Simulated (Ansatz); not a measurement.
C3H3NO (`c1cocn1`), relaxed with RKS PBE0-D4/def2-TZVP in Ansatz from a PBE-D4/def2-SVP geometry. The force threshold is 0.005 eV/Å; the program also tests the step.

Charge 0, multiplicity 1.

Start:

```xyz
8

C     0.283    0.861   -0.498
C     0.105   -0.431   -0.923
O    -0.277   -1.177    0.159
C    -0.309   -0.286    1.189
N     0.012    0.933    0.861
H     0.587    1.739   -1.081
H     0.196   -0.959   -1.877
H    -0.597   -0.680    2.171
```

```json
{"step": "1", "energy (eV)": "-6691.0849", "largest force (eV/Å)": "0.746", "largest move (Å)": "0.000"}
{"step": "2", "energy (eV)": "-6691.1346", "largest force (eV/Å)": "0.254", "largest move (Å)": "0.023"}
{"step": "3", "energy (eV)": "-6691.1393", "largest force (eV/Å)": "0.054", "largest move (Å)": "0.009"}
{"step": "4", "energy (eV)": "-6691.1393", "largest force (eV/Å)": "0.023", "largest move (Å)": "0.001"}
{"step": "5", "energy (eV)": "-6691.1394", "largest force (eV/Å)": "0.003", "largest move (Å)": "0.001"}
```

End:

```xyz
8

C     0.280    0.847   -0.499
C     0.104   -0.424   -0.914
O    -0.274   -1.164    0.160
C    -0.306   -0.285    1.177
N     0.010    0.919    0.855
H     0.579    1.712   -1.069
H     0.196   -0.938   -1.854
H    -0.589   -0.667    2.145
```

Hardware: 2 threads of a server CPU on a shared host. Wall time 20 s, peak host memory 0.34 GiB.
